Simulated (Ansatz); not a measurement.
Input file:

```yaml
crystal:
  periodic: [false, false, false]
  atoms:
    - {symbol: As, position_ang: [0.000000, 0.000000, 0.000000]}
    - {symbol: H, position_ang: [0.000000, 0.000000, 1.529400]}
basis:
  gaussian: {orbitals: aug-cc-pVTZ}
magnetization: {spin_polarized: false}
correlation: {method: ccsdt_q, electrons: outside_noble_gas}
```

```sh
$ ansatz run in.yaml --threads 1 --pin off --events-out ev --progress --plain --max-ram 3956MiB --backend cpu
```

Log:

```
858 factors; integrals over basis functions are off by at most 1.7e-7 eV
mean field evaluation 1: about -60810.0659 eV, gradient 6.5e0 eV
mean field evaluation 2: about -60810.0791 eV, gradient 6.6e0 eV
mean field evaluation 4: about -60810.3138 eV, gradient 7.2e-1 eV
mean field evaluation 8: about -60810.3158 eV, gradient 1.7e-3 eV
mean field evaluation 16: about -60810.3138 eV, gradient 7.8e-1 eV
mean field evaluation 32: about -60810.3157 eV, gradient 2.8e-2 eV
mean field evaluation 64: about -60810.3156 eV, gradient 1.6e-1 eV
mean field -60810.31577223 eV, -2234.7378859171 hartree, gradient 1.7e-6 eV, S^2 0.000000; 3 other end points of the search recorded, 0 dependent functions left out; unrestricted orbitals would lower it
mean field evaluation 96: about -60810.3158 eV, gradient 4.0e-5 eV
unrestricted determinant -60811.76488314 eV, -2234.7911397608 hartree, S^2 1.0303
14 core orbitals not correlated: weight in the atoms' cores, before any rotation towards them, 1.000 or more for the frozen orbitals, at most 0.000 for the correlated occupied ones
reference -60810.31577223 eV, -2234.7378859171 hartree; 3, 3 occupied and 65, 65 virtual orbitals, 858 factors
second order -3.10616673 eV of doubles, -0.00000000 eV of singles
cycle   1  -3.57303432 eV  change   -4.7e-1 eV  update   6.9e-2
cycle   2  -3.91820012 eV  change   -3.5e-1 eV  update   3.9e-2
cycle   3  -3.94268556 eV  change   -2.4e-2 eV  update   2.6e-2
cycle   4  -3.96222618 eV  change   -2.0e-2 eV  update   2.4e-2
cycle   5  -4.00982475 eV  change   -4.8e-2 eV  update   2.3e-2
cycle   6  -4.19824274 eV  change   -1.9e-1 eV  update   2.1e-2
cycle   7  -4.22646291 eV  change   -2.8e-2 eV  update   8.9e-3
cycle   8  -4.27339137 eV  change   -4.7e-2 eV  update   5.0e-3
cycle   9  -4.25966760 eV  change    1.4e-2 eV  update   1.7e-3
cycle  10  -4.26970365 eV  change   -1.0e-2 eV  update   1.1e-3
cycle  11  -4.26555784 eV  change    4.1e-3 eV  update   4.3e-4
cycle  12  -4.26703357 eV  change   -1.5e-3 eV  update   1.8e-4
cycle  13  -4.26678854 eV  change    2.5e-4 eV  update   3.6e-5
cycle  14  -4.26691198 eV  change   -1.2e-4 eV  update   1.5e-5
cycle  15  -4.26686972 eV  change    4.2e-5 eV  update   5.8e-6
cycle  16  -4.26687172 eV  change   -2.0e-6 eV  update   1.2e-6
cycle  17  -4.26687234 eV  change   -6.2e-7 eV  update   5.8e-7
perturbative correction -0.03033399 eV, -0.0011147536 hartree
WARN: these amplitudes may be one of several solutions (largest doubles amplitude 0.87, level shift 0.00 eV)
Total energy: -60814.61297856 eV, -2234.8958053370 hartree
```

Ran on 1 thread of AMD EPYC 7R13, shared host: 21 s wall, 0.38 GiB peak host memory.
